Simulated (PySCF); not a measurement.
Molecule: SMILES c1n[nH]cp1, C$_{2}$H$_{3}$N$_{2}$P.

Geometry:
```
atom   x (Å)   y (Å)   z (Å)
  C1   1.318  -0.160  -0.149
  N2   0.684   0.992  -0.072
  N3  -0.616   0.750   0.014
  C4  -1.025  -0.532   0.009
  P5   0.314  -1.620  -0.116
  H6   2.408  -0.133  -0.226
  H7  -1.232   1.553   0.080
  H8  -2.093  -0.742   0.080
```

Geometry PBE0-D3(BJ)/def2-SVP throughout; GIAO in PySCF, gas phase, one conformer, non-relativistic; equivalent atoms averaged; basis pcSseg-2.

For orientation, BHandHLYP gives these shifts δ (against TMS, NH3, H3PO4 at the same level): C1 180.8, C4 173.3, N2 383.4, N3 241.2, P5 102.0, H7 10.64, H6 9.05, H8 8.89 ppm.

A run gave: C1 180.4, C4 170.0, N2 369.8, N3 234.7, P5 125.2, H7 10.40, H6 8.77, H8 8.45 ppm (shifts δ (against TMS, NH3, H3PO4 at the same level)).

Question: Which functional was used in that run?
A. WP04
B. CAM-B3LYP
C. wB97X-D
D. LC-wPBE
E. B97-2

Answer: A. P5 tells them apart best: WP04 gives 125.2, B97-2 gives 87.1, LC-wPBE gives 109.0, CAM-B3LYP gives 106.9, wB97X-D gives 96.3 ppm.
